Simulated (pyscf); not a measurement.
H₃C–Al(NH₂)–NH₂ + H₂ -> H₂N–AlH–NH₂ + CH₄ (four-centre exchange; singlet surface; Al–C, H–H broken, Al–H, C–H formed). Single points on ωB97X-D3(BJ)/def2-SVP structures (PySCF, gas phase). Energies in eV from the separated reactants.

```json
[
 {"level": "ωB97X-D3(BJ)/def2-TZVP", "barrier": "1.57", "reaction energy": "-0.25"},
 {"level": "r²SCAN/def2-TZVP", "barrier": "1.38", "reaction energy": "-0.26"},
 {"level": "B3LYP-D3(BJ)/def2-TZVP", "barrier": "1.54", "reaction energy": "-0.30"},
 {"level": "PBE0-D3(BJ)/def2-TZVP", "barrier": "(withheld)", "reaction energy": "-0.28"},
 {"level": "M06-2X/def2-TZVP", "barrier": "1.64", "reaction energy": "-0.18"},
 {"level": "HF/def2-TZVP", "barrier": "(withheld)", "reaction energy": "(withheld)"}
]
```

### Question
Some entries are withheld; supply them.

### Answer

- PBE0-D3(BJ)/def2-TZVP, barrier: 1.39
- HF/def2-TZVP, barrier: 2.12
- HF/def2-TZVP, reaction energy: -0.53

The functionals in the table span 0.27 eV in this barrier, from r²SCAN to M06-2X. At the saddle there is also a short Al–H contact that neither side keeps. This is the saddle that the search found; another between the same sides may lie lower.
